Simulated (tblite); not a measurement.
Question: What does the GFN2-xTB structure of `C=N[CH]C1CC1` [radical] look like in three dimensions? (Doublet state.)

Answer: 
```
atom  x, y, z in Å
C1     2.9265   -0.3377    0.3266
N2     1.8231    0.1201   -0.1653
C3     0.6102   -0.2874    0.0832
C4    -0.5272    0.5324   -0.2976
C5    -1.7807   -0.1237   -0.8412
C6    -1.8005    0.4775    0.5197
H7     3.8487   -0.0287   -0.1342
H8     2.9761   -0.9725    1.2084
H9     0.4091   -1.2677    0.5215
H10   -0.2495    1.4895   -0.7192
H11   -1.7824   -1.1996   -0.9258
H12   -2.2984    0.3819   -1.6411
H13   -2.3358    1.4018    0.6717
H14   -1.8199   -0.1863    1.3710
```

Any rigid rotation of these coordinates is as good. Atoms count from 1 in this order. C3 (carbon bonded to C, N and H) is planar (angles 121.9°, 120.1° and 117.9°, sum 359.9°, 0.02 Å off the plane of its three neighbours). C1 (carbon bonded to N and 2 H) is planar (angles 123.7°, 118.4° and 117.8°, sum 359.9°, 0.02 Å off the plane of its three neighbours). The 4 C–C bonds span 1.453 Å (C3–C4, drawn single) to 1.516 Å (C4–C5, drawn single), a spread of 0.063 Å. The 3-membered ring C4–C5–C6 has internal angles of 58.8° to 60.6°.

Bonds between heavy atoms (Å): C1=N2 1.292, N2–C3 1.303, C3–C4 1.453, C4–C5 1.516, C5–C6 1.488, C4–C6 1.514.

Computed geometry: GFN2-xTB, gas phase. This method treats the open shell by occupation alone, without spin polarisation.

Point group: C1 (no symmetry element, even within 0.4 Å). Its GFN2-xTB frequencies are all real (lowest 92 cm⁻¹). Torsions: C1–N2–C3–C4 165°, N2–C3–C4–C5 141°.

Time: 0.46 s of wall time. Hardware: an Arm Neoverse V1 with one thread, no GPU, on a shared host. These figures are those of the optimisation.

One conformer stands for the species.
